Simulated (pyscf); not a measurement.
PySCF, gas phase, ωB97X-D3(BJ)/def2-SVP geometries. Correlated levels are frozen-core, on RHF or UHF. ΔMP2 is the change of the MP2 total energy from the triple- to the quadruple-zeta basis.

Question: Estimate by transition-state theory the rate constant of `[CH2][AlH2]` [doublet] + `[CH4]` → `[CH3][AlH2]` + `[CH3]` [doublet] (doublet surface; C–H broken, C–H formed) at 900 K, with CCSD(T)/def2-TZVPP + ΔMP2(QZVPP) energies (ideal gas, 1 atm, RRHO with modes under 100 cm⁻¹ raised to 100, one conformer, R ln 2 for chiral ones without a mode under 150 cm⁻¹; no tunnelling).

Answer: The electronic barrier is 20.8 kcal/mol and the thermal terms add +20.2, so ΔG‡ = 41.1 kcal/mol. With k_BT/h = 1.88e+13 s⁻¹ and RT = 1.788 kcal/mol, and a volume of 1.23e-19 cm³ per molecule at 1 atm, k = 2.5e-16 cm³ molecule⁻¹ s⁻¹. Wigner's tunnelling factor for 1660i cm⁻¹ would be 1.29. A shift of 1 kcal/mol in the barrier changes k by a factor 1.7. On the product side the descent ends in a bound adduct, 8.4 kcal/mol under the separated species and 19.6 kcal/mol under the saddle at ωB97X-D3(BJ)/def2-TZVP. •H₂C–AlH₂ lies 14.4 kcal/mol over its isomer [H₃C–AlH]• (electronic energy, ωB97M-D3(BJ)/def2-TZVP). This is the saddle that the search found; another between the same sides may lie lower. The angle at the transferred H is 174°. The CCSD(T) − MP2 part came from Ansatz, without density fitting, on the same reference.
